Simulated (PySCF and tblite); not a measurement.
Values are calculated unless marked as measured or tabulated.
System: C5H7 (charge -1), numbered as in [CH2:1]=[CH:2]/[CH:3]=[CH:4]\[CH2-:5].

Motion: rotation about the C4–C5 bond (torsion C3–C4–C5–H from -180° to 0°, rising). GFN2-xTB gives an electronic barrier of 44.8 kcal/mol.

The ion is treated without a counter-ion.

**Question.** What does PBE0/pcSseg-1 + D3(BJ) give on GFN2-xTB geometries?

**Answer.** A barrier of 37.9 kcal/mol, 6.9 below the tight-binding barrier (from unrounded values) and, with GFN2-xTB thermal terms, ΔG‡(298 K) = 35.3 kcal/mol and k = 1.7×10⁻¹³ s⁻¹ (2 equivalent paths).

Programs: tblite and PySCF.
